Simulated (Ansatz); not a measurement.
A made-up structure of CH₂BSi, doublet:

| atom | x (Å) | y (Å) | z (Å) |
| --- | --- | --- | --- |
| B1 | -0.7829 | -1.0137 | 2.0574 |
| C2 | -0.3449 | -0.4460 | 0.9085 |
| Si3 | 0.1959 | 0.2536 | -0.5146 |
| H4 | 0.3118 | -1.2671 | 1.0435 |
| H5 | 1.0049 | 1.4934 | -0.5832 |

It is relaxed with PBE-D4/def2-SVP and then PBE0-D4/def2-TZVP (Ansatz 0.2.0). Atoms count as bonded within 1.22 times the sum of their covalent radii (H–H: 0.88 Å). The end point is not checked to be a true minimum.

Q: Does its bonding change? (A judgement: the text doesn't fix the answer.)

A: By the calculation: Yes. Formed: B1–Si3, B1–H5; broken: Si3–H5.

Where it ends: The first stage lowers the energy by 4.12 eV in 20 steps. It ends as CH₂BSi ([BH]1[CH][Si]1):
```xyz
5
angstrom
B -0.0260 0.4929 0.8409
C 0.0539 -0.9060 0.5967
Si 0.7659 -0.3335 -0.9226
H -0.2117 -1.8125 1.1282
H -0.1974 1.5793 1.2683
```

Labels in which every atom is bracketed show which atoms are joined, not bond orders.

For scale, one of the runs: PBE0-D4/def2-TZVP relaxation, 111 basis functions, launched by `ansatz run in.yaml --threads 2 --pin off --events-out ev --progress --plain --max-ram 4352MiB`. The run took about 15 s on 2 CPU threads of an Arm Neoverse V2 (shared host).
